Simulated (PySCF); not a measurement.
Numbering as in the mapped SMILES `[CH2:1]=[C:2]([F:3])[F:4]`. Each H is labelled by its parent atom.

Rapidly exchanging positions averaged, non-relativistic Hamiltonian, one computed conformer, isolated molecule. NMR shieldings at PBE0/pcSseg-1/GIAO; geometry from GFN2-xTB; PySCF 2.14.

Referencing at the same level of theory: 13C, 1H against TMS; 19F against CFCl3.

```json
{"atoms": "F3/F4", "nucleus": "19F", "count": "2", "δ (ppm)": "?"}
{"atoms": "C1", "nucleus": "13C", "count": "1", "δ (ppm)": "66.8"}
{"atoms": "H(C1)", "nucleus": "1H", "count": "2", "δ (ppm)": "?"}
{"atoms": "C2", "nucleus": "13C", "count": "1", "δ (ppm)": "174.0"}
```

Q: Fill in the missing shifts.

A: 
- H(C1): 3.97 ppm, hydrogen on a terminal =CH2 carbon; a vinylic proton, deshielded by the sp2 carbon and the C=C anisotropy
- F3/F4: -75.6 ppm, vinylic fluorine

Shifts are as computed. Against solution values, carbons near 30 ppm lie about +3 ppm off and those near 130 ppm about +5 ppm. Of 1211 compounds with measured shifts, 218 miss one by over three times the rms of a fit or turn the order of signals round; such compounds aren't used in these exercises. Unscaled 19F shifts against computed CFCl3 carry errors that often reach 10 to 50 ppm.
